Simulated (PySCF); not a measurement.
Parent: `[NH2:1]/[CH:2]=[CH:3]\[CH:4]=[NH2+:5]` (charge +1) with C2–C3–C4–N5 180°, [C3H7N2]+.

Level of theory: CAM-B3LYP/def2-SVP geometry optimisation, gas phase in PySCF. One conformer each, not checked by frequencies here.

| coordinate of the parent | value |
| --- | --- |
| N1–C2 | 1.318 Å |
| C2=C3 | 1.393 Å |
| C3–C4 | 1.388 Å |
| C4=N5 | 1.315 Å |
| N1–C2–C3 | 129.3° |
| C2–C3–C4 | 124.5° |
| C3–C4–N5 | 125.0° |

Task: How does the shared frame change in `[NH2:1]/[C:2]([F:3])=[CH:4]/[CH:5]=[NH2+:6]` (charge +1) with C2–C4–C5–N6 0°, [C3H6FN2]+? Atoms pair as N1 = N6, C2 = C5, C3 = C4, C4 = C2, N5 = N1 (parent first).

Result: 
```json
{"parent": "N1–C2", "relative": "N6=C5", "value in the relative": "1.315 Å", "change": "-0.003"}
{"parent": "C2=C3", "relative": "C5–C4", "value in the relative": "1.394 Å", "change": "+0.001"}
{"parent": "C3–C4", "relative": "C4=C2", "value in the relative": "1.387 Å", "change": "-0.001"}
{"parent": "C4=N5", "relative": "C2–N1", "value in the relative": "1.314 Å", "change": "-0.001"}
{"parent": "N1–C2–C3", "relative": "N6–C5–C4", "value in the relative": "129.3°", "change": "0.0"}
{"parent": "C2–C3–C4", "relative": "C5–C4–C2", "value in the relative": "124.9°", "change": "+0.4"}
{"parent": "C3–C4–N5", "relative": "C4–C2–N1", "value in the relative": "127.5°", "change": "+2.5"}
```

No shared bond changes by more than 0.004 Å. Bonds of the relative outside the shared frame: C2–F3 1.314 Å. Point group Cs → Cs.

Task: How does the shared frame change in `[NH2:1]/[CH:2]=[C:3](/[OH:4])[CH:5]=[NH2+:6]` (charge +1) with C2–C3–O4–H -1°, C2–C3–C5–N6 180°, [C3H7N2O]+? Atoms pair as N1 = N1, C2 = C2, C3 = C3, C4 = C5, N5 = N6 (parent first).

Result: 
| parent | relative | value in the relative | change |
| --- | --- | --- | --- |
| N1–C2 | N1–C2 | 1.327 Å | +0.009 |
| C2=C3 | C2=C3 | 1.387 Å | -0.006 |
| C3–C4 | C3–C5 | 1.397 Å | +0.009 |
| C4=N5 | C5=N6 | 1.312 Å | -0.003 |
| N1–C2–C3 | N1–C2–C3 | 129.4° | +0.1 |
| C2–C3–C4 | C2–C3–C5 | 123.8° | -0.7 |
| C3–C4–N5 | C3–C5–N6 | 121.2° | -3.8 |

Of the parent's bonds, N1–C2 and C3–C4 change most and about equally (+0.009 Å). Bonds of the relative outside the shared frame: C3–O4 1.364 Å. Point group Cs → Cs.
